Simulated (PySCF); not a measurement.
# SiN, quartet in 6-31G: errors against full CI

Geometry: a point of a stretch scan, not a stationary point.

```json
{"atom": "Si", "x (Å)": "0.0000", "y (Å)": "0.0000", "z (Å)": "0.0000"}
{"atom": "N", "x (Å)": "0.0000", "y (Å)": "0.0000", "z (Å)": "3.0330"}
```

Basis 6-31G; PySCF 2.14.0. Correlated methods freeze the noble-gas cores, which leaves 9 electrons in 16 orbitals. R marks a restricted (for open shells ROHF) determinant, U an unrestricted one.

Full CI is exact within this basis and frozen core; it isn't the basis-set limit. The frozen core follows each run's orbitals, which can shift R against U totals by a few meV.

The determinant for coupled cluster was chosen by trial CCSD, here up to 0.95 eV above the lowest Hartree–Fock solution of its kind.

* UHF ⟨S²⟩: 4.749
* ⟨S²⟩ of the determinant under UCCSD: 3.775
* T1 diagnostic (ROHF- or RHF-based CCSD): 0.1023
* largest doubles amplitude (ROHF- or RHF-based CCSD): 0.419

```tsv
level	E − E(full CI) (mEh)	share of correlation (%)	wall time
RCCSD	9.78	94.25	–
RCCSD(T)	-0.35	100.21	0.98 s
RCCSDT	0.56	99.67	9.9 s
```

The correlation energy at full CI, counted from the determinant under the R cluster runs, is -4.626 eV. The search over symmetries took 3 min on 1 thread of Intel Xeon, shared host; the state has 1,121,120 determinants.

Run but not shown, since their state, orbitals or frozen core can't be matched to the reference's or they repeat it: RHF, UHF, RMP2, UMP2, UCCSD, UCCSD(T), UCCSDT.

Times are those of the correlated step on a shared host, with one SCF added for the restricted CCSD run; they ran on 1 thread of Intel Xeon.

More than 5 meV below full CI, which no variational method can be: RCCSD(T).

The full-CI state has the irrep B1 of C2v, in the program's axes (one component, if the state is degenerate).

Natural occupations of full CI about the gap: 1.984 1.949 1.392 1.039 0.994 0.953 0.603 0.038 0.012 0.007; effectively unpaired electrons, Σ n²(2−n)², 4.44. No single determinant describes this state well, so single-reference rows can miss without a flag.
